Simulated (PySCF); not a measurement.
Species: CS.
Cartesian coordinates in Å at the GFN2-xTB level; atoms count from 1:
```
atom  x, y, z in Å
C1     0.762   -0.003   -0.002
S2    -0.759    0.005   -0.012
```

The calculation used PBE0/def2-SVPD in PySCF (dipole) on a GFN2-xTB geometry, gas phase.

Masses are those of the commonest isotopes; rigid-rotor values at the optimised geometry. 

Problem. What are the moment of inertia and the rotational constant?

Solution. I = 20.192 u·Å², B = 505379 MHz·u·Å²/I = 25029 MHz (0.8349 cm⁻¹, or 1.201 K as hB/k). For two atoms I = μr² with μ = 8.7252 u and r = 1.5212 Å.

Problem. List the first levels of a rigid rotor in a Σ state.

Solution. E(J) = BJ(J+1): J = 1: 1.670, J = 2: 5.009, J = 3: 10.019, J = 4: 16.698, J = 5: 25.046, J = 6: 35.065 cm⁻¹.

Problem. Where do the first rotational lines fall?

Solution. The dipole is 1.98 D; J+1 ← J lies at 2B(J+1): 1 ← 0 at 50.06 GHz, 2 ← 1 at 100.12 GHz, 3 ← 2 at 150.17 GHz, 4 ← 3 at 200.23 GHz, 5 ← 4 at 250.29 GHz, 6 ← 5 at 300.35 GHz.

Problem. Estimate the classical rotational partition function at 10 K, 25 K and 100 K.

Solution. Point group C∞v, symmetry number σ = 1; q = kT/(σhB), k/h = 20836.6 MHz/K: 8.3 at 10 K, 20.8 at 25 K, 83.2 at 100 K.

No GFN2-xTB frequencies stand behind this structure, so it isn't proved a minimum. Constants of a rigid frame at the computed geometry: no zero-point averaging, no centrifugal distortion.
